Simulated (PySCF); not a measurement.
## LiMg⁺: from constants to spectrum

RHF-CCSD(T) constants of LiMg⁺, ¹Σ⁺ (singlet), closed shell (PySCF, no relativity, basis sets Li cc-pVDZ, Mg cc-pVDZ; masses 7.0160 and 23.9850 u):

| Property | Result |
| --- | --- |
| ωe | 265.6 cm⁻¹ |
| ωexe | 2.18 cm⁻¹ |
| Be | 0.35947 cm⁻¹ |
| αe | 0.00439 cm⁻¹ |
| D (centrifugal) | 2.63e-06 cm⁻¹ |
| De to Li⁺ + Mg | 0.80 eV |

(1) Give the vibrational terms G(v) and spacings up to v = 6.

(2) How well does the Morse estimate ωe²/(4ωexe) reproduce De, and what is D0?

Correlated steps freeze 1 core orbital. Correlated levels converge slowly with the basis: in double zeta they bind strong bonds too weakly, by up to about 1 eV, and carry superposition errors of some tenths. For an ion De counts to the pair picked by the measured ionisation energies or electron affinities, which need not be the lowest pair at this level.

Results:

(1) G(v) = ωe(v+½) − ωexe(v+½)².

```json
{"v": "0", "G(v) (cm⁻¹)": "132.3", "G(v) − G(v−1)": "", "Bv (cm⁻¹)": "0.3573"}
{"v": "1", "G(v) (cm⁻¹)": "393.5", "G(v) − G(v−1)": "261.2", "Bv (cm⁻¹)": "0.3529"}
{"v": "2", "G(v) (cm⁻¹)": "650.4", "G(v) − G(v−1)": "256.9", "Bv (cm⁻¹)": "0.3485"}
{"v": "3", "G(v) (cm⁻¹)": "902.9", "G(v) − G(v−1)": "252.5", "Bv (cm⁻¹)": "0.3441"}
{"v": "4", "G(v) (cm⁻¹)": "1151.1", "G(v) − G(v−1)": "248.2", "Bv (cm⁻¹)": "0.3397"}
{"v": "5", "G(v) (cm⁻¹)": "1394.9", "G(v) − G(v−1)": "243.8", "Bv (cm⁻¹)": "0.3353"}
{"v": "6", "G(v) (cm⁻¹)": "1634.3", "G(v) − G(v−1)": "239.4", "Bv (cm⁻¹)": "0.3309"}
```

(2) It gives 1.00 eV, 125 % of the computed De. D0 = De − G(0) = 0.80 − 0.02 = 0.78 eV.
